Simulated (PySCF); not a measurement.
Species: Z-propargylimine, C3H3N.
InChI=1S/C3H3N/c1-2-3-4/h1,3-4H/b4-3-

Level: PBE0/pcSseg-1 in PySCF, non-relativistic, on one gas-phase PBE0-D3(BJ)/def2-SVP geometry that isn't relaxed in the solvent. The solvent is an IEF-PCM continuum (van der Waals radii × 1.2). Only the electrostatic response of the medium enters.

```
run  E − E(gas) (kJ/mol)  HOMO (eV)  HOMO–LUMO gap (eV)  dipole (D)
gas                 0.00      -8.18                6.61        2.33
  P               -23.84      -8.25                6.71        2.97
  Q               -22.76      -8.25                6.71        2.94
```

Q: The runs were made in acetone and dimethylsulfoxide. Which run belongs to which solvent?

A: P = dimethylsulfoxide, Q = acetone. The dielectric constants are 20.49 (acetone), 46.83 (dimethylsulfoxide), and the energy falls further as ε rises. In this model the ground state sees the solvent through ε alone.

Q: How constant is the ratio of the lowering to (ε − 1)/(2ε + 1)?

A: 
```
          solvent  (ε − 1)/(2ε + 1)  E − E(gas) (kJ/mol)  ratio (kJ/mol)  polarisation term (kJ/mol)
          acetone             0.464               -22.76           -49.0                      -25.47
dimethylsulfoxide             0.484               -23.84           -49.2                      -26.82
```

The ratio changes by +0.4 % in size from acetone to dimethylsulfoxide. The polarisation term is half the interaction of the solute with the induced surface charges.
